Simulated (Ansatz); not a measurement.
Consider the isomerisation: `CCC(F)Cl` → `CC(Cl)CF`.

Program: Ansatz. Geometries: PBE0-D4/def2-TZVP. ΔE: electronic, gas phase. CBS: MP2 limit from def2 TZ/QZ plus the TZ coupled-cluster correction, frozen cores. DFT in def2-TZVPP. One conformer a species, not always the lowest.

`CCC(F)Cl`:

Cartesian coordinates in Å:
```
C 1.297 0.040 0.337
C 0.094 -0.085 -0.584
C -1.204 -0.016 0.174
F -1.322 1.189 0.803
Cl -2.597 -0.218 -0.916
H 1.288 0.992 0.869
H 1.315 -0.762 1.079
H 2.223 -0.018 -0.237
H 0.114 -1.036 -1.123
H 0.088 0.710 -1.335
H -1.297 -0.796 0.933
```

`CC(Cl)CF`:

```xyz
11

C     0.695    1.065   -0.245
C    -0.249    0.154    0.498
Cl   -1.892    0.866    0.572
C    -0.402   -1.207   -0.146
F     0.825   -1.842   -0.152
H     0.784    2.028    0.260
H     0.343    1.238   -1.264
H     1.682    0.601   -0.290
H     0.065    0.029    1.536
H    -1.107   -1.826    0.412
H    -0.743   -1.105   -1.181
```

(1) Is it downhill or uphill in electronic energy at CCSD(T)/CBS, and by how much? (Estimate.)

(2) What do these levels give: BLYP-D4, B97M-V, CAM-B3LYP-D4, r2SCAN, r2SCAN0, CAM-B3LYP, LC-ωPBE, CCSD/def2-SVP, MP2/def2-TZVPP, MP2/def2-QZVPP, HF/CBS(def2), MP2/CBS(def2)? (An estimate is asked.)

(3) What do rigid-rotor, harmonic-oscillator terms from PBE0-D4/def2-TZVP frequencies (298.15 K, 1 bar) make of the CCSD(T)/CBS value? (Best estimate.)

Largest T1 diagnostic among the species: 0.010.

## Answers

(1) The calculation gave: Uphill: ΔE = +0.9 kcal/mol.

(2) The calculation gave: BLYP-D4 1.6, B97M-V 1.9, CAM-B3LYP-D4 1.5, r2SCAN 2.2, r2SCAN0 1.9, CAM-B3LYP 1.6, LC-ωPBE 1.8, CCSD/def2-SVP 1.1, MP2/def2-TZVPP 1.0, MP2/def2-QZVPP 0.9, HF/CBS(def2) 0.6, MP2/CBS(def2) 0.8 kcal/mol.

(3) The calculation gave: ΔZPE = +0.2 kcal/mol, ΔH = +1.1 kcal/mol, ΔS = -1 J/(mol·K), ΔG = +1.1 kcal/mol.

Leaving LDA and LC-ωPBE aside and taking each functional with its dispersion term where it has one, the values, not all of them listed here, spread over 1.2 kcal/mol, from BHLYP-D4 to r2SCAN-D4. From BLYP to BHLYP (50 % exact exchange), in def2-TZVPP and without D4, ΔE moves by −0.8 kcal/mol.
